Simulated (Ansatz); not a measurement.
**CH4NSi+ (SMILES [NH2+]=C=[SiH2]): one structure at several levels**

One table from this session's results is given with a row withheld; the runs are named, their logs left out.

Program: Ansatz 0.2.0, Gaussian basis. Level of theory: single points in def2-TZVPP. These are calculated values, not measurements.

Correlated methods freeze the cores.

## Starting geometry

7 atoms, charge 1, spin multiplicity 1.

Atoms are counted from 1 here; the program's logs count them from 0.

Bond lengths: N1–C2 1.239 Å, N1–H4 1.015 Å, N1–H5 0.993 Å, C2–Si3 1.711 Å, Si3–H6 1.436 Å, Si3–H7 1.465 Å. Angles: C2–N1–H4 129.0°, C2–N1–H5 120.7°, H4–N1–H5 110.3°, N1–C2–Si3 161.6°, C2–Si3–H6 116.5°, C2–Si3–H7 114.5°, H6–Si3–H7 127.7°.

Coordinates:

```
N    -1.1404   -0.2840   -0.8649
C    -0.2546   -0.2285    0.0004
Si    1.1345    0.2565    0.8732
H    -1.8566   -0.9900   -1.0010
H    -1.2213    0.4275   -1.5535
H     0.9057    1.0052    2.0764
H     2.3774   -0.3875    0.4418
```

The first run:

Input file run/in.yaml:

```yaml
crystal:
  periodic: [false, false, false]
  atoms:
    - {symbol: N, position_ang: [-1.140368, -0.284020, -0.864888]}
    - {symbol: C, position_ang: [-0.254618, -0.228522, 0.000373]}
    - {symbol: Si, position_ang: [1.134504, 0.256483, 0.873175]}
    - {symbol: H, position_ang: [-1.856561, -0.989974, -1.000976]}
    - {symbol: H, position_ang: [-1.221323, 0.427479, -1.553536]}
    - {symbol: H, position_ang: [0.905671, 1.005248, 2.076383]}
    - {symbol: H, position_ang: [2.377425, -0.387542, 0.441813]}
basis:
  gaussian: {orbitals: def2-TZVPP}
total_charge: 1
hamiltonian: {xc: pbe, dispersion: d4}
output: {forces: true}
```

On the command line:

```
> ansatz run in.yaml --threads 2 --pin off --events-out ev --progress --plain --max-ram 3481MiB
```

Among the steps run: PBE-D4/def2-TZVPP; r2SCAN-D4/def2-TZVPP; PBE0-D4/def2-TZVPP; wB97M-V/def2-TZVPP; CCSD(T)/def2-TZVPP.

One of the session's tables, all rows but one given; the rest of the session is left out.

```
   method  RMS force component (eV/Å)  angle to CCSD(T) forces (°)
   PBE-D4                       0.648                         22.1
r2SCAN-D4                       0.546                         18.7
  PBE0-D4                       0.518                         21.9
  wB97M-V                           ?                            ?
  CCSD(T)                       0.664                    reference
```

Q: Estimate the row for wB97M-V from the others.

As computed: RMS force component (eV/Å): 0.568; angle to CCSD(T) forces (°): 14.0. In the column «RMS force component (eV/Å)» it lies between r2SCAN-D4 (0.546) and PBE-D4 (0.648).

To keep in mind: The reference is not at the basis limit: in triple zeta CCSD(T) underbinds, which counts against methods that bind more; the gaps are no ranking.
